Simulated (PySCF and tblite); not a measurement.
Values are calculated unless marked as measured or tabulated.
Stationary points of C$_{5}$H$_{7}$ (charge -1) at GFN2-xTB, in Å:

Structure A

```
 1 C    -2.215    0.527   -0.514
 2 C    -1.059    0.016   -0.917
 3 C    -0.037   -0.558   -0.039
 4 C     1.088    0.149    0.348
 5 C     2.212   -0.299    0.992
 6 H    -2.482    0.555    0.533
 7 H    -2.950    0.945   -1.196
 8 H    -0.877    0.035   -2.011
 9 H    -0.037   -1.644    0.031
10 H     1.054    1.225    0.141
11 H     2.330   -1.336    1.279
12 H     2.972    0.385    1.352
```

Structure B

```
 1 C    -1.934    0.812   -0.599
 2 C    -1.151   -0.265   -0.876
 3 C     0.106   -0.625   -0.372
 4 C     0.861    0.087    0.566
 5 C     2.080   -0.247    1.065
 6 H    -1.647    1.578    0.103
 7 H    -2.894    0.950   -1.080
 8 H    -1.565   -0.967   -1.608
 9 H     0.539   -1.551   -0.750
10 H     0.420    1.012    0.935
11 H     2.594   -1.148    0.757
12 H     2.595    0.367    1.792
```

Structure C

```
 1 C    -2.378    0.155   -0.694
 2 C    -1.042    0.400   -0.644
 3 C    -0.088   -0.201    0.182
 4 C     1.272    0.121    0.160
 5 C     2.268   -0.406    0.921
 6 H    -2.846   -0.579   -0.052
 7 H    -3.035    0.679   -1.376
 8 H    -0.660    1.159   -1.331
 9 H    -0.423   -0.962    0.882
10 H     1.563    0.891   -0.558
11 H     2.075   -1.173    1.659
12 H     3.296   -0.085    0.825
```

Level: PBE0/pcSseg-1 + D3(BJ) on GFN2-xTB stationary points, with GFN2-xTB thermal terms.

Q: Which structure is a saddle point, and along which motion?

A: A: one imaginary mode (772i cm⁻¹ at GFN2-xTB, mostly on H9, H8), along the rotation about the C2–C3 bond (torsion C1–C2–C3–C4 from -180° to 0°, rising).

Q: Give their symmetry and energies above the lowest.

A: A C1, 22.3 kcal/mol; B Cs, 2.7 kcal/mol; C C2v, 0.0 kcal/mol.

The ion is treated without a counter-ion.
